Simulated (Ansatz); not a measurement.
**C4H5F: a ladder of functionals and wavefunction methods**

How much do the methods differ for C4H5F? The plan is to run it at one geometry with functionals of several rungs and with coupled cluster. The yardstick is the atomisation energy at the CCSD(T) limit.

Method: functionals in def2-TZVPP, the program's frozen cores in correlated methods; program: Ansatz 0.2.0, Gaussian basis.

The runs, in order: LDA (SPW92), PBE-D4, revPBE-D4, BLYP-D4, r2SCAN-D4, B97M-V, PBE0-D4, B3LYP-D4, r2SCANh-D4, r2SCAN0-D4, HSE06-D4, BHLYP-D4, CAM-B3LYP-D4, LC-ωPBE, ωB97X-V, ωB97M-V, B2PLYP, PBE-QIDH; CCSD(T)/def2-SVP; CCSD(T)/def2-TZVPP; MP2/def2-QZVPP; extrapolation to the limit; RPA on PBE.

## 1. The relaxed structure

An earlier PBE0-D4 in a triple-zeta def2 set relaxation fixed the geometry.

SMILES `C=CC(=C)F`, 10 atoms, charge 0, spin multiplicity 1.

Atoms are counted from 1 here; the program's logs count them from 0.

Bond lengths: C1–C2 1.330 Å, C1–H6 1.083 Å, C1–H7 1.083 Å, C2–C3 1.448 Å, C2–H8 1.085 Å, C3–C4 1.328 Å, C3–F5 1.342 Å, C4–H9 1.081 Å, C4–H10 1.081 Å. Angles: C2–C1–H6 121.0°, C2–C1–H7 121.3°, H6–C1–H7 117.7°, C1–C2–C3 124.2°, C1–C2–H8 120.8°, C3–C2–H8 115.0°, C2–C3–C4 126.3°, C2–C3–F5 114.4°, C4–C3–F5 119.3°, C3–C4–H9 121.2°, C3–C4–H10 119.6°, H9–C4–H10 119.2°.

## 2. LDA

This LDA is Slater exchange with PW92 correlation.

in.yaml

```yaml
crystal:
  periodic: [false, false, false]
  atoms:
    - {symbol: C, position_ang: [-1.447511, -0.655131, -0.905222]}
    - {symbol: C, position_ang: [-0.641107, -0.356347, 0.109252]}
    - {symbol: C, position_ang: [0.630242, 0.322771, -0.033113]}
    - {symbol: C, position_ang: [1.465576, 0.640533, 0.948772]}
    - {symbol: F, position_ang: [0.950524, 0.640592, -1.297464]}
    - {symbol: H, position_ang: [-2.387916, -1.164806, -0.738480]}
    - {symbol: H, position_ang: [-1.188060, -0.398202, -1.924862]}
    - {symbol: H, position_ang: [-0.909447, -0.617725, 1.127548]}
    - {symbol: H, position_ang: [2.397872, 1.150018, 0.748055]}
    - {symbol: H, position_ang: [1.212825, 0.387197, 1.968413]}
basis:
  gaussian: {orbitals: def2-TZVPP}
hamiltonian: {xc: lda}
output: {orbitals: {seedname: orbitals}}
```

Started as:

```console
$ ansatz run in.yaml --threads 4 --pin off --events-out ev --progress --plain --max-ram 10444MiB
```

The runs that follow: PBE-D4 (GGA); revPBE-D4 (GGA); BLYP-D4 (GGA); r2SCAN-D4 (meta-GGA); B97M-V (meta-GGA); B3LYP-D4 (hybrid); r2SCANh-D4 (hybrid); r2SCAN0-D4 (hybrid); HSE06-D4 (hybrid); BHLYP-D4 (hybrid); CAM-B3LYP-D4 (range-separated); LC-ωPBE (range-separated); ωB97X-V (range-separated); ωB97M-V (range-separated); B2PLYP (double hybrid); PBE-QIDH (double hybrid); CCSD(T) in def2-SVP; CCSD(T) in def2-TZVPP; MP2 in def2-QZVPP; RPA on PBE orbitals.

**Question.** What will the summary of the whole plan be? Wanted: atomisation energy, CCSD(T)/CBS; farthest beyond LDA; mean size of error, GGA; mean size of error, meta-GGA; mean size of error, hybrid; mean size of error, range-separated; mean size of error, double hybrid; gap, smallest and largest; T1 diagnostic.

**Answer**, as computed:

| quantity | value |
| --- | --- |
| atomisation energy, CCSD(T)/CBS | 4271.9 kJ/mol |
| functionals within 21.4 kJ/mol (0.5 %) | B3LYP-D4, r2SCANh-D4, LC-ωPBE, ωB97X-V, ωB97M-V, B2PLYP, PBE-QIDH |
| farthest beyond LDA | PBE-D4 (+154.5 kJ/mol) |
| mean size of error, GGA | 74.5 kJ/mol |
| mean size of error, meta-GGA | 29.6 kJ/mol |
| mean size of error, hybrid | 51.1 kJ/mol |
| mean size of error, range-separated | 15.3 kJ/mol |
| mean size of error, double hybrid | 11.1 kJ/mol |
| gap, smallest and largest | 3.93 eV (LDA (SPW92)), 10.73 eV (LC-ωPBE) |
| T1 diagnostic | 0.0119 |
| triples share of the correlation energy | 4.1 % |

The LDA atomisation energy is off by 680.8 kJ/mol (16 %): it overbinds. PBE-D4 is off by +154.5 kJ/mol. Double hybrids carry the basis error of their MP2 part in triple zeta, and no dispersion term here, so their miss is partly the set-up's. The rungs double hybrid, range-separated miss on average by less than the doubt on the reference (21.4 kJ/mol), so they tie; GGA functionals have the largest mean beyond LDA (74.5 kJ/mol). Misses under about 21.4 kJ/mol are within the doubt on the reference itself, which lacks core-valence correlation, relativity and higher excitations. Hartree-Fock recovers 74 % of the binding; the rest is correlation. CCSD(T) in def2-SVP is off by -161.7 kJ/mol, more than most functionals: a good method in a small basis is no reference. Orbital gaps span 3.9 to 10.7 eV; exact exchange widens them. The restricted reference is unstable towards a spin-broken one.
